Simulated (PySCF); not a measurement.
## NH and its ions

UHF-CCSD(T); PySCF, spin-free X2C with a Gaussian nucleus, basis sets H jorge-DZP-DKH, N jorge-DZP-DKH. Neutral (UHF): triplet (π ↑↑), Re = 1.059 Å, ωe = 3215 cm⁻¹, De = 3.10 eV.

NH⁺ (UHF): quartet (σ ↑, π ↑↑), Re = 1.106 Å, ωe = 2782 cm⁻¹, De = 3.72 eV to H⁺ + N. The energies at the minima are -55.12515 hartree for NH and -54.64901 for NH⁺.

Question: Work out the adiabatic ionisation energy, without and with harmonic zero-point energies (1 hartree = 27.2114 eV, 1 eV = 8065.5 cm⁻¹), and the change of the bond length.

Answer: At UHF-CCSD(T): 0.47614 hartree = 12.956 eV between the minima; the zero-point term (2782.0 − 3215.0)/2 cm⁻¹ = -0.027 eV makes it 12.930 eV. Re changes by +4.7 pm against the neutral. The electron leaves a σ orbital, and the longer bond of the ion fits a bonding orbital, or a change in how ionic the bond is.

Correlated steps freeze 1 core orbital. Correlated levels converge slowly with the basis: in double zeta they bind strong bonds too weakly, by up to about 1 eV, and carry superposition errors of some tenths. For an ion De counts to the pair picked by the measured ionisation energies or electron affinities, which need not be the lowest pair at this level. States were picked by a PBE0 search and need not be the measured ground states.
